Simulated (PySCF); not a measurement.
Deprotonation sites of phosphoric acid

System: phosphoric acid, `O=P(O)(O)O` (H3O4P). Non-hydrogen atoms are numbered in `[O:1]=[P:2]([OH:3])([OH:4])[OH:5]`.

Level of theory: ωB97X-D3(BJ)/ma-def2-TZVP single points in PySCF, grid level 2; every species was optimised with PBE0-D3(BJ)/ma-def2-SVP. The prefix ma- adds one diffuse s and one diffuse p function on all atoms but H. Thermal corrections: PBE0-D3(BJ)/ma-def2-SVP frequencies, unscaled, ideal gas at 298.15 K and 1 bar, quasi-RRHO entropy.

```
                site        product  ΔH(acid) / kJ/mol  ΔG(acid) / kJ/mol
O3 (hydroxyl oxygen)  O=P([O-])(O)O               1381               1352
```

ΔH and ΔG refer to AH → A⁻ + H⁺ in the gas phase. Sites whose products fell apart, merged with another or lost in a GFN2-xTB screen aren't listed.

In THF the product from O3 is solvated 189 kJ/mol more strongly than the parent (electrostatics only).

Measured values (NIST Chemistry WebBook, evaluated or the median of agreeing entries): deprotonation enthalpy (ΔH) 1383 kJ/mol (computed 1381, difference -2); gas-phase acidity (ΔG) 1351 kJ/mol (computed 1352, difference 1).

Hardware: 1 thread of Arm Neoverse V1, shared with other jobs. Command: `OMP_NUM_THREADS=1 python redox_run.py task.json out`. Structures, frequencies and single points: 3.8 min.
